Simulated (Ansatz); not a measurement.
# C₄H₅FS: a ladder of functionals and wavefunction methods

An exercise on one series of results from a longer session: the logs are not shown, and one member is left open.

Computed with Ansatz 0.2.0, Gaussian basis. Level: functionals in def2-TZVPP, the program's frozen cores in correlated methods.

Levels to be run: PBE-D4, r2SCAN-D4, PBE0-D4, B3LYP-D4, ωB97X-V, ωB97M-V, B2PLYP; CCSD(T)/def2-TZVPP; MP2/def2-QZVPP; extrapolation to the limit.

## The relaxed structure

The geometry comes from an earlier relaxation with PBE0-D4 in a triple-zeta def2 set; it is a stationary point, not always the lowest conformer.

SMILES `C/C=C(\F)C=S`, 11 atoms, charge 0, spin multiplicity 1.

Atoms are counted from 1 here; the program's logs count them from 0.

Bond lengths: C1–C2 1.479 Å, C1–H7 1.089 Å, C1–H8 1.095 Å, C1–H9 1.095 Å, C2–C3 1.334 Å, C2–H10 1.085 Å, C3–F4 1.349 Å, C3–C5 1.444 Å, C5–S6 1.618 Å, C5–H11 1.092 Å. Angles: C2–C1–H7 112.1°, C2–C1–H8 110.3°, C2–C1–H9 110.3°, H7–C1–H8 108.8°, H7–C1–H9 108.8°, H8–C1–H9 106.3°, C1–C2–C3 125.6°, C1–C2–H10 119.5°, C3–C2–H10 114.9°, C2–C3–F4 120.0°, C2–C3–C5 127.1°, F4–C3–C5 112.9°, C3–C5–S6 127.4°, C3–C5–H11 112.7°, S6–C5–H11 120.0°.

Set-up of the first run:

Contents of in.yaml:

```yaml
crystal:
  periodic: [false, false, false]
  atoms:
    - {symbol: C, position_ang: [0.255181, -0.890478, 1.525568]}
    - {symbol: C, position_ang: [-0.123007, 0.127167, 0.521057]}
    - {symbol: C, position_ang: [0.084104, 0.034972, -0.793899]}
    - {symbol: F, position_ang: [0.686015, -1.057528, -1.306873]}
    - {symbol: C, position_ang: [-0.271520, 1.006869, -1.801521]}
    - {symbol: S, position_ang: [-1.002205, 2.432254, -1.575883]}
    - {symbol: H, position_ang: [0.738242, -1.754614, 1.072362]}
    - {symbol: H, position_ang: [-0.628855, -1.228976, 2.075681]}
    - {symbol: H, position_ang: [0.932208, -0.457516, 2.269105]}
    - {symbol: H, position_ang: [-0.612877, 1.040262, 0.843812]}
    - {symbol: H, position_ang: [0.008113, 0.690488, -2.808708]}
basis:
  gaussian: {orbitals: def2-TZVPP}
hamiltonian: {xc: pbe, dispersion: d4}
output: {forces: true, orbitals: {seedname: orbitals}}
```

Launch:

```console
$ ansatz run in.yaml --threads 4 --pin off --events-out ev --progress --plain --max-ram 10444MiB
```

Among the steps run: PBE-D4 (GGA); r2SCAN-D4 (meta-GGA); PBE0-D4 (hybrid); B3LYP-D4 (hybrid); ωB97X-V (range-separated); ωB97M-V (range-separated); B2PLYP (double hybrid); CCSD(T) in def2-TZVPP; MP2 in def2-QZVPP.

One of the session's tables, all rows but one given; the rest of the session is left out.

| method | atomisation energy (kJ/mol) |
| --- | --- |
| PBE-D4 | 4709.4 |
| r2SCAN-D4 | 4570.1 |
| PBE0-D4 | 4589.7 |
| B3LYP-D4 | 4539.0 |
| ωB97X-V | 4533.1 |
| ωB97M-V | 4549.1 |
| B2PLYP | 4492.3 |
| HF/def2-TZVPP | 3245.6 |
| MP2/def2-TZVPP | 4516.9 |
| CCSD/def2-TZVPP | 4314.7 |
| CCSD(T)/def2-TZVPP | 4406.8 |
| MP2/CBS | ? |
| CCSD(T)/CBS | 4522.2 |

Q: Estimate the row for MP2/CBS from the others.

The run gave: atomisation energy (kJ/mol): 4632.2. In the column «atomisation energy (kJ/mol)» it lies between PBE0-D4 (4589.7) and PBE-D4 (4709.4).

Limits of these values: Free atoms (4 C, 1 F, 1 S, 5 H) were run apart at each level; the atomisation energy is their sum less the molecule, without zero-point or spin-orbit terms.
